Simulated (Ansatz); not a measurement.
## hcp Cd

These are LDA (PAW; Ansatz, an electronic-structure program) values and carry that method's errors.

Run with plane-wave cutoff 500 eV, 20×10×1 k mesh (along the axes of the cell as run), Fermi–Dirac smearing 0.1 eV, scalar-relativistic PAW data made under PBE.

Cell: relaxed at this level.

- surface energy of the (10-10) face: 0.57 J/m²
- work function of the (10-10) face: 4.35 eV

The slab of 10 atoms is relaxed and unreconstructed.

Cost on a shared machine: about 22 core-minutes (a rough figure).
